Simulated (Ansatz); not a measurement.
```yaml
crystal:
  periodic: [false, false, false]
  atoms:
    - {symbol: Si, position_ang: [-0.172042, -0.117617, 0.103562]}
    - {symbol: S, position_ang: [2.078316, -0.211172, 0.345609]}
    - {symbol: H, position_ang: [-0.980379, -0.457730, 0.972350]}
    - {symbol: H, position_ang: [-0.517379, -0.521477, -1.336511]}
    - {symbol: H, position_ang: [-0.244092, 1.350086, -0.068684]}
basis:
  gaussian: {orbitals: aug-pcseg-2}
magnetization: {spin_polarized: true, initial_magnetization: 1}
hamiltonian: {xc: {name: PBEsol}, dispersion: d3bj}
relax: {f_tol: 0.001, max_steps: 2}
output: {forces: true}
```

```sh
$ ansatz run in.yaml --threads 2 --pin off --events-out ev --progress --plain --max-ram 32768MiB --backend cpu
```

Shortened log:

```
Functional definition: PBEsol
845 factors; their error is unknown
mean field evaluation 1: about -18718.1964 eV, gradient 1.4e1 eV
mean field evaluation 2: about -18716.9202 eV, gradient 1.8e1 eV
mean field evaluation 4: about -18719.7426 eV, gradient 1.3e0 eV
mean field evaluation 8: about -18719.7503 eV, gradient 6.2e-2 eV
mean field evaluation 16: about -18719.7351 eV, gradient 1.5e-3 eV
mean field -18719.73505107 eV, -687.9375744345 hartree, gradient 7.5e-6 eV, S^2 0.753531; 3 other end points of the search recorded, 0 dependent functions left out
reference -18719.73510985 eV, -687.9375765949 hartree; 17, 16 occupied and 152, 153 virtual orbitals, 845 factors
relax step   1: F+E_penalty+E_count = -18719.76919737 eV  Δ(F+E_penalty+E_count) = +0.000e0 eV  max|allowed force component| = 6.822e0 eV/Å  Δτ_max = 0.0000 Å  (95 SCF iters, accepted)
845 factors; their error is unknown
mean field -18720.74422688 eV, -687.9746609616 hartree, gradient 2.1e-7 eV, S^2 0.753228; 0 other end points of the search recorded, 0 dependent functions left out
reference -18720.74428641 eV, -687.9746631494 hartree; 17, 16 occupied and 152, 153 virtual orbitals, 845 factors
relax step   2: F+E_penalty+E_count = -18720.77847405 eV  Δ(F+E_penalty+E_count) = -1.009e0 eV  max|allowed force component| = 1.936e0 eV/Å  Δτ_max = 0.1698 Å  (93 SCF iters, accepted)
Error: geometry relaxation did not converge after 2 steps: max|allowed force component| = 1.94e0 eV/Å (threshold 1.0e-3). Raise `relax.max_steps` over both its present limit and 2, loosen `relax.f_tol`, or start from a geometry closer to equilibrium. Where this run's directory can be resumed (`checkpoint.write`), a resume goes on for up to `relax.max_steps` more
```

In this input the relaxation is allowed too few steps for its threshold. The run did not converge.
